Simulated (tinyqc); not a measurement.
Worked calculation: extended Hueckel theory, for NH3. Computed by tinyqc, a small Python program that keeps every step (integrals from PySCF). Settings: charge = 0, K = 1.75, multiplicity = 1. Command: `OMP_NUM_THREADS=1 python tinyqc.py 21639 21640 out.jsonl` (the two numbers bound the seeds that draw the settings). One thread of a shared host (Intel(R) Xeon(R) Processor @ 2.60GHz), about 0.01 s of CPU time with the checks.

## Overlaps

Geometry (angstrom):
```
atom          x          y         z
N      0.000000   0.000000  0.165000
H      1.004000   0.000000  0.000000
H     -0.502000   0.869000  0.000000
H     -0.502000  -0.869000  0.000000
```

Parameters chosen for this run:
```
element  shell  Slater exponent   H_ii (eV)
N           2s         1.950000  -26.000000
N           2p         1.950000  -13.400000
H           1s         1.300000  -13.600000
```

Slater orbitals, each expanded in six Gaussians scaled to its exponent.

overlap S, order 1N 2s, 1N 2px, 1N 2py, 1N 2pz, 2H 1s, 3H 1s, 4H 1s:
```
[[1.000000, 0.000000, 0.000000, 0.000000, 0.479278, 0.479540, 0.479540],
 [0.000000, 1.000000, 0.000000, 0.000000, 0.435621, -0.217977, -0.217977],
 [0.000000, 0.000000, 1.000000, 0.000000, 0.000000, 0.377334, -0.377334],
 [0.000000, 0.000000, 0.000000, 1.000000, -0.071591, -0.071646, -0.071646],
 [0.479278, 0.435621, 0.000000, -0.071591, 1.000000, 0.158507, 0.158507],
 [0.479540, -0.217977, 0.377334, -0.071646, 0.158507, 1.000000, 0.158696],
 [0.479540, -0.217977, -0.377334, -0.071646, 0.158507, 0.158696, 1.000000]]
```

## Wolfsberg-Helmholz matrix

diagonal H_ii (eV): [-26.000000, -13.400000, -13.400000, -13.400000, -13.600000, -13.600000, -13.600000]

K = 1.750000

H_ij = K' S_ij (H_ii + H_jj)/2 for i != j (the diagonal keeps H_ii), with K' = 1.75.

H (eV), order 1N 2s, 1N 2px, 1N 2py, 1N 2pz, 2H 1s, 3H 1s, 4H 1s:
```
[[-26.000000, 0.000000, 0.000000, 0.000000, -16.606996, -16.616055, -16.616055],
 [0.000000, -13.400000, 0.000000, 0.000000, -10.291554, 5.149698, 5.149698],
 [0.000000, 0.000000, -13.400000, 0.000000, 0.000000, -8.914516, 8.914516],
 [0.000000, 0.000000, 0.000000, -13.400000, 1.691341, 1.692630, 1.692630],
 [-16.606996, -10.291554, 0.000000, 1.691341, -13.600000, -3.772467, -3.772467],
 [-16.616055, 5.149698, -8.914516, 1.692630, -3.772467, -13.600000, -3.776969],
 [-16.616055, 5.149698, 8.914516, 1.692630, -3.772467, -3.776969, -13.600000]]
```

## Orbitals

valence electrons = 8

Solve H C = S C e through S^(-1/2); fill by pairs from the bottom, a degenerate level sharing its electrons equally; each orbital has its largest coefficient positive (the first on a tie).

orbital energies (eV): [-27.966279, -16.673939, -16.673261, -13.474495, 2.934869, 2.942936, 17.125682]

occupations: [2.000000, 2.000000, 2.000000, 2.000000, 0.000000, 0.000000, 0.000000]

coefficients, order 1N 2s, 1N 2px, 1N 2py, 1N 2pz, 2H 1s, 3H 1s, 4H 1s:
```
[[0.755347, 0.000085, 0.000000, 0.082312, 0.001208, 0.000000, 1.244703],
 [0.000027, 0.620469, 0.000000, -0.000030, 1.061383, 0.000000, -0.001665],
 [0.000000, 0.000000, 0.620566, 0.000000, 0.000000, 1.061396, 0.000000],
 [0.009894, 0.000029, 0.000000, 0.991108, -0.000201, 0.000000, -0.206766],
 [0.154430, 0.447176, 0.000000, -0.033867, -0.999565, 0.000000, -0.719248],
 [0.154523, -0.223512, 0.387185, -0.033841, 0.498541, -0.865155, -0.721561],
 [0.154523, -0.223512, -0.387185, -0.033841, 0.498541, 0.865155, -0.721561]]
```

sum of one-electron energies = -149.575949 eV

## Mulliken analysis

P = C n C^T; charge = valence electrons (N 5, H 1) minus the sum of (P S)_ii on the atom; overlap population = 2 sum P_ij S_ij between two atoms.

charges: [-0.726349, 0.242089, 0.242130, 0.242130]

Overlap populations:
```
pair      value
2-1    0.711004
3-1    0.711248
3-2   -0.047514
4-1    0.711248
4-2   -0.047514
4-3   -0.047566
```
